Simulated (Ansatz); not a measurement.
# CH4BO− (SMILES [CH2-]BO): functionals against CCSD(T) at one geometry

One table from this session's results is given with a row withheld; the runs are named, their logs left out.

The runs use Ansatz 0.2.0, Gaussian basis; single points in def2-TZVPPD.

Correlated methods freeze the cores.

**Starting geometry**

SMILES `[CH2-]BO`, 7 atoms, charge -1, spin multiplicity 1.

Atoms are counted from 1 here; the program's logs count them from 0.

Bond lengths: C1–B2 1.435 Å, C1–H4 1.121 Å, C1–H5 1.143 Å, B2–O3 1.463 Å, B2–H6 1.213 Å, O3–H7 0.962 Å. Angles: B2–C1–H4 125.7°, B2–C1–H5 124.9°, H4–C1–H5 109.2°, C1–B2–O3 123.6°, C1–B2–H6 124.8°, O3–B2–H6 111.5°, B2–O3–H7 104.4°.

Coordinates:

| atom | x (Å) | y (Å) | z (Å) |
| --- | --- | --- | --- |
| C1 | -0.7491 | 0.2257 | -0.5023 |
| B2 | 0.2991 | 0.2826 | 0.4765 |
| O3 | 1.3138 | -0.7581 | 0.6387 |
| H4 | -0.8934 | -0.5884 | -1.2590 |
| H5 | -1.5245 | 1.0461 | -0.6794 |
| H6 | 0.4592 | 1.1883 | 1.2678 |
| H7 | 1.0843 | -1.4200 | -0.0207 |

Set-up of the first run:

Contents of run/in.yaml:

```yaml
crystal:
  periodic: [false, false, false]
  atoms:
    - {symbol: C, position_ang: [-0.749100, 0.225700, -0.502300]}
    - {symbol: B, position_ang: [0.299100, 0.282600, 0.476500]}
    - {symbol: O, position_ang: [1.313800, -0.758100, 0.638700]}
    - {symbol: H, position_ang: [-0.893400, -0.588400, -1.259000]}
    - {symbol: H, position_ang: [-1.524500, 1.046100, -0.679400]}
    - {symbol: H, position_ang: [0.459200, 1.188300, 1.267800]}
    - {symbol: H, position_ang: [1.084300, -1.420000, -0.020700]}
basis:
  gaussian: {orbitals: "def2-TZVPPD.json"}
total_charge: -1
correlation: {method: ccsd_t}
output: {forces: true}
```

The basis file named in the input lies beside it (Basis Set Exchange, JSON).

The command line of these runs was not kept.

Among the steps run: CCSD(T)/def2-TZVPPD; PBE0-D4/def2-TZVPPD; wB97M-V/def2-TZVPPD; r2SCAN-D4/def2-TZVPPD; PBE-D4/def2-TZVPPD; B97M-V/def2-TZVPPD; BLYP-D4/def2-TZVPPD.

One of the session's tables, all rows but one given; the rest of the session is left out.

```
   method  RMS force component (eV/Å)  angle to CCSD(T) forces (°)
  CCSD(T)                       0.757                    reference
  PBE0-D4                       0.709                         10.3
  wB97M-V                           ?                            ?
r2SCAN-D4                       0.692                          7.0
   PBE-D4                       0.661                         13.6
   B97M-V                       0.710                         14.0
  BLYP-D4                       0.666                         13.9
```

Q: Estimate the row for wB97M-V from the others.

The run gave: RMS force component (eV/Å): 0.693; angle to CCSD(T) forces (°): 8.0. In the column «RMS force component (eV/Å)» it lies between r2SCAN-D4 (0.692) and PBE0-D4 (0.709).

Limits of these values: The anion's highest level is positive in at least one run, so there the basis alone may hold the extra electron.
